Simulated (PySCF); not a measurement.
## Computed NMR parameters against published values

Molfile (atoms numbered from 1):
```
C5H12O
     RDKit          3D

 18 17  0  0  0  0  0  0  0  0999 V2000
    2.7416    0.1565    0.4140 C   0  0  0  0  0  0  0  0  0  0  0  0
    1.4215    0.6208   -0.1894 C   0  0  0  0  0  0  0  0  0  0  0  0
    0.2574   -0.2824    0.2129 C   0  0  0  0  0  0  0  0  0  0  0  0
   -1.0627    0.1873   -0.3913 C   0  0  0  0  0  0  0  0  0  0  0  0
   -2.2306   -0.7103    0.0180 C   0  0  0  0  0  0  0  0  0  0  0  0
   -3.4529   -0.3105   -0.5559 O   0  0  0  0  0  0  0  0  0  0  0  0
    2.9798   -0.8520    0.0834 H   0  0  0  0  0  0  0  0  0  0  0  0
    2.6871    0.1568    1.5006 H   0  0  0  0  0  0  0  0  0  0  0  0
    3.5512    0.8165    0.1114 H   0  0  0  0  0  0  0  0  0  0  0  0
    1.2140    1.6423    0.1381 H   0  0  0  0  0  0  0  0  0  0  0  0
    1.5061    0.6334   -1.2784 H   0  0  0  0  0  0  0  0  0  0  0  0
    0.1710   -0.2973    1.3023 H   0  0  0  0  0  0  0  0  0  0  0  0
    0.4606   -1.3038   -0.1159 H   0  0  0  0  0  0  0  0  0  0  0  0
   -0.9900    0.1943   -1.4811 H   0  0  0  0  0  0  0  0  0  0  0  0
   -1.2679    1.2115   -0.0641 H   0  0  0  0  0  0  0  0  0  0  0  0
   -2.0645   -1.7309   -0.3344 H   0  0  0  0  0  0  0  0  0  0  0  0
   -2.3118   -0.7345    1.1156 H   0  0  0  0  0  0  0  0  0  0  0  0
   -3.6184    0.6085   -0.3173 H   0  0  0  0  0  0  0  0  0  0  0  0
  1  2  1  0
  2  3  1  0
  3  4  1  0
  4  5  1  0
  5  6  1  0
  1  7  1  0
  1  8  1  0
  1  9  1  0
  2 10  1  0
  2 11  1  0
  3 12  1  0
  3 13  1  0
  4 14  1  0
  4 15  1  0
  5 16  1  0
  5 17  1  0
  6 18  1  0
M  END
```

What is known from experiment: δ ¹⁷O O6 -7.0 ppm (measured; liquid, neat; K. Matsuzaki, S. Hayashi, W. Nakanishi, RSC Adv. 2024, ESI (observed values from its refs S1-S5)).
δ ¹⁷O O6 4.7 ppm (measured; liquid, neat, 295 K; 17O NMR survey of organic solvents and oxofluorinated compounds, PMC5915748).

- shielding tensors at PBE0/pcSseg-1 (GIAO)
- GFN2-xTB structure
- program: PySCF 2.14
- rapidly exchanging positions averaged, single conformer, no relativistic terms, gas phase

**Question.** Set the calculated values beside the experiment.

**Answer.** 
Reference values: measured (liquid, neat; K. Matsuzaki, S. Hayashi, W. Nakanishi, RSC Adv. 2024, ESI (observed values from its refs S1-S5)).
| atoms | quantity | reference | computed | computed, scaled |
| --- | --- | --- | --- | --- |
| O6 | δ ¹⁷O vs H2O | -7.0 | – | 2.3 |

Reference values: measured (liquid, neat, 295 K; 17O NMR survey of organic solvents and oxofluorinated compounds, PMC5915748).
```tsv
atoms	quantity	reference	computed	computed, scaled
O6	δ ¹⁷O vs D2O (external)	4.7	–	2.3
```

Computed shifts are σ(ref) − σ with the named reference compound (TMS for H and C) calculated as an isolated molecule at the same level. The measured values may be among those fitted. Shieldings were converted by a linear fit to measured shifts: ¹⁷O: δ = 266.70 − 0.911σ (rms 10.7 ppm, 155 shifts, 12.2 ppm with the 3 outliers that the fit left out vs liquid water, solution or neat liquid). Occasional misses reach two or three times the rms, and more in compound classes unlike the fitted ones.
